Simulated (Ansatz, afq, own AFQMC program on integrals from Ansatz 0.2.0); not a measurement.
CH3BN, doublet: AFQMC among the cluster methods

```tsv
atom	x (Å)	y (Å)	z (Å)
B	-2.1342	0.0000	0.0000
H	-2.7309	1.0336	0.0000
H	-2.7309	-1.0336	0.0000
H	-0.5932	0.0000	0.0000
N	1.6569	0.0000	0.0000
C	0.4968	0.0000	0.0000
```

Connectivity, by distances: BH2 ··· N–CH.

Basis cc-pVDZ. Only valence electrons are correlated. Integrals, coupled cluster, full CI and functionals: Ansatz 0.2.0; the random walks run on the same integrals in our own AFQMC program. ph-AFQMC/CISD is guided by a CISD state made of CCSD amplitudes; releasing the constraint for a short imaginary time cuts its bias at the price of noise, slowly where states lie close. ± is one standard error of the sampling.

Determinant: UHF, the one that the program's search chose, which needn't be the lowest solution. The geometry is a point of a scan.

No full CI on the walks' own integrals is used here; CCSDT(Q) serves as the reference and is uncertain by about the last step of the cluster series.

Cautions: unrestricted determinant spin contaminated (⟨S²⟩ 0.86 against 0.75).

* T1 diagnostic: 0.0315
* weight of the determinant in the CISD state: 0.826
* ⟨S²⟩ of the determinant: 0.860
* size of the correlated space: 15 electrons in 54 orbitals

Reference: CCSDT(Q), correlation energy -11.011 eV. The released energy is read at 1.50 1/Eh (meV from the phaseless value at times in 1/Eh: -15 ± 8 at 0.24, -16 ± 6 at 0.51, -15 ± 9 at 0.99, -27 ± 12 at 1.50).

| level | E − E(reference) (mEh) | share of correlation (%) |
| --- | --- | --- |
| HF | 404.64 | 0.00 |
| MP2 | 53.22 | 86.85 |
| CCSD | 16.70 | 95.87 |
| CCSD(T) | 2.55 | 99.37 |
| CCSDT | 1.59 | 99.61 |
| ph-AFQMC/CISD | 0.70 ± 0.28 | 99.83 |
| released AFQMC | -0.28 ± 0.43 | 100.07 |

A walk keeps the symmetry of its determinant, which the program's search chose and which needn't be the lowest solution, so a lower state of the same spin and another symmetry isn't excluded. Released energies are given only where the last usable release times agree within the noise; a slower fall can still hide under it.
